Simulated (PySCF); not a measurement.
Compound: H2O3S.
Cartesian coordinates in Å at the PBE0-D3(BJ)/def2-SVP level; atoms count from 1:
```xyz
6
H2O3S angstrom
O     -0.9883   -1.1965   -0.7744
S     -0.4150   -0.0584   -0.1086
O     -0.4297    1.2789   -0.6606
O      1.1175   -0.4148    0.2557
H     -0.9147   -0.0163    1.1638
H      1.6504    0.3772    0.0817
```

Jobs on this species (6 atoms, 42 electrons) with PySCF (density fitting). Hardware of each: an Arm Neoverse V1 with one thread, shared host. Other jobs ran on the host; a repeat could differ by tens of per cent or more. Peak memory is the resident size of the whole Python process, interpreter and libraries included.

| level and settings | work | basis functions | SCF cycles | wall time | peak memory |
| --- | --- | --- | --- | --- | --- |
| delta-SCF UKS PBE, pcX-2 on the ionised atom, pcseg-1 elsewhere, spin-free X2C | ΔSCF core ionisation, 4 holes | 112 | ? | ? | ? |
| delta-SCF UKS SCAN, def2-TZVP on the ionised atom, pcseg-1 elsewhere, spin-free X2C | ΔSCF core ionisation, 4 holes | 89 | ? | ? | ? |
| delta-SCF UKS SCAN, pcX-1 on the ionised atom, pcseg-1 elsewhere, spin-free X2C | ΔSCF core ionisation, 4 holes | 92 | 65 | 8.2 s | 0.40 GiB |
| delta-SCF UKS HF, pcX-2 on the ionised atom, pcseg-1 elsewhere, spin-free X2C | ΔSCF core ionisation, 4 holes | 112 | 64 | 6.6 s | 0.40 GiB |
| delta-SCF UKS B3LYP, pcX-2 on the ionised atom, pcseg-1 elsewhere, spin-free X2C | ΔSCF core ionisation, 4 holes | 112 | 59 | 12 s | 0.40 GiB |
| PBE0-D3(BJ)/def2-SVP, grid level 1 | geometry optimisation from a GFN2-xTB start shaken at random | 70 | 70 | 15 s | 0.31 GiB |
| delta-SCF UKS SCAN, pcX-2 on the ionised atom, pcseg-1 elsewhere, spin-free X2C | ΔSCF core ionisation, 4 holes | 112 | 68 | 11 s | 0.34 GiB |
| delta-SCF UKS SCAN, pcX-2 on the ionised atom, pcseg-1 elsewhere, non-relativistic | ΔSCF core ionisation, 4 holes | 112 | 67 | 11 s | 0.39 GiB |
| delta-SCF UKS PBE0, pcX-2 on the ionised atom, pcseg-1 elsewhere, spin-free X2C | ΔSCF core ionisation, 4 holes | 112 | 59 | 11 s | 0.40 GiB |

Task: Fill in the missing figures.

Result: 
- delta-SCF UKS PBE, pcX-2 on the ionised atom, pcseg-1 elsewhere, spin-free X2C; ΔSCF core ionisation, 4 holes: 7.1 s, 0.40 GiB, 66 SCF cycles
- delta-SCF UKS SCAN, def2-TZVP on the ionised atom, pcseg-1 elsewhere, spin-free X2C; ΔSCF core ionisation, 4 holes: 9.4 s, 0.39 GiB, 65 SCF cycles

Task: What do all jobs in the table cost together?

Result: About 91 s; the longest takes about 16 % of that, and about 2.3 times as long as the shortest.
